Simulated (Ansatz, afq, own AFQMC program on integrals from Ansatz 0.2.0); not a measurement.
**AlH$_{2}$⁺, triplet in cc-pVDZ, levels against full CI**

| atom | x (Å) | y (Å) | z (Å) |
| --- | --- | --- | --- |
| Al | 0.0000 | -0.0077 | -0.1146 |
| H | 0.0000 | 1.1127 | 1.7145 |
| H | 0.0000 | -0.9073 | 1.3540 |

Basis cc-pVDZ. Only valence electrons are correlated. Ansatz 0.2.0 and our own AFQMC program on the same integrals; the CISD trial comes from CCSD amplitudes, and released means the phaseless constraint is let go. ± is one standard error of the sampling.

Determinant: UHF, the one that the program's search chose, which needn't be the lowest solution. The geometry is a point of a scan.

Full CI on the same integrals is exact in this basis and with this determinant's frozen core.

Cautions: lower spins were not checked.

- T1 diagnostic: 0.0279
- weight of the determinant in the CISD state: 0.943
- ⟨S²⟩ of the determinant: 2.046
- size of the correlated space: 4 electrons in 23 orbitals

Reference: full CI, correlation energy -1.304 eV. The released energy is read at 2.40 1/Eh (meV from the phaseless value at times in 1/Eh: -1.1 ± 0.7 at 0.24, -1.9 ± 0.6 at 0.51, -3.0 ± 0.4 at 0.99, -4.0 ± 0.5 at 1.62, -4.9 ± 0.3 at 2.40).

```
         level  E − E(reference) (kcal/mol)  share of correlation (%)
            HF                        30.07                      0.00
           MP2                        10.79                     64.11
          CCSD                         0.73                     97.59
       CCSD(T)                         0.26                     99.13
         CCSDT                         0.00                     99.99
      CCSDT(Q)                         0.00                    100.00
 ph-AFQMC/CISD                  0.13 ± 0.01                     99.57
released AFQMC                 0.02 ± 0.007                     99.95
```

CCSDT and higher add their correlation energy to the determinant of the CCSD(T) run, since their own runs factorise the integrals more tightly (a shift of under 2 meV). A walk keeps the symmetry of its determinant, which the program's search chose and which needn't be the lowest solution, so a lower state of the same spin and another symmetry isn't excluded. Released energies are given only where the last usable release times agree within the noise; a slower fall can still hide under it.
